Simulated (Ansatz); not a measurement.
**AlH2S− (SMILES [AlH2][S-]): one structure at several levels**

An exercise on one series of results from a longer session: the logs are not shown, and one member is left open.

The runs use Ansatz 0.2.0, Gaussian basis; single points in def2-TZVPPD.

Correlated methods freeze the cores.

## The starting structure

SMILES `[AlH2][S-]`, 4 atoms, charge -1, spin multiplicity 1.

Atoms are counted from 1 here; the program's logs count them from 0.

Bond lengths: Al1–S2 2.029 Å, Al1–H3 1.596 Å, Al1–H4 1.514 Å. Angles: S2–Al1–H3 130.1°, S2–Al1–H4 128.0°, H3–Al1–H4 101.7°.

As a file:

```xyz
4
AlH2S
Al   -0.0178    0.0326    0.0311
S     1.3691   -0.1743    1.4978
H    -1.2969   -0.8600   -0.3088
H    -0.0182    1.0176   -1.1181
```

The first run:

run/in.yaml

```yaml
crystal:
  periodic: [false, false, false]
  atoms:
    - {symbol: Al, position_ang: [-0.017800, 0.032600, 0.031100]}
    - {symbol: S, position_ang: [1.369100, -0.174300, 1.497800]}
    - {symbol: H, position_ang: [-1.296900, -0.860000, -0.308800]}
    - {symbol: H, position_ang: [-0.018200, 1.017600, -1.118100]}
basis:
  gaussian: {orbitals: "def2-TZVPPD.json"}
total_charge: -1
correlation: {method: ccsd_t}
output: {forces: true}
```

The basis file named in the input lies beside it (Basis Set Exchange, JSON).

The command line of these runs was not kept.

Steps of the session up to this table: CCSD(T)/def2-TZVPPD; PBE0-D4/def2-TZVPPD; wB97M-V/def2-TZVPPD; r2SCAN-D4/def2-TZVPPD; PBE-D4/def2-TZVPPD; LC-wPBE/def2-TZVPPD; BHLYP-D4/def2-TZVPPD.

One table of the session follows, with a row left open; its other results are not shown here.

| method | RMS force component (eV/Å) | angle to CCSD(T) forces (°) |
| --- | --- | --- |
| CCSD(T) | 0.746 | reference |
| PBE0-D4 | 0.681 | 8.7 |
| wB97M-V | 0.648 | 6.1 |
| r2SCAN-D4 | ? | ? |
| PBE-D4 | 0.762 | 5.2 |
| LC-wPBE | 0.611 | 17.4 |
| BHLYP-D4 | 0.615 | 8.1 |

**Question.** Estimate the row for r2SCAN-D4.

**Answer.** RMS force component (eV/Å): 0.693; angle to CCSD(T) forces (°): 6.3. In the column «RMS force component (eV/Å)» it lies between PBE0-D4 (0.681) and CCSD(T) (0.746).
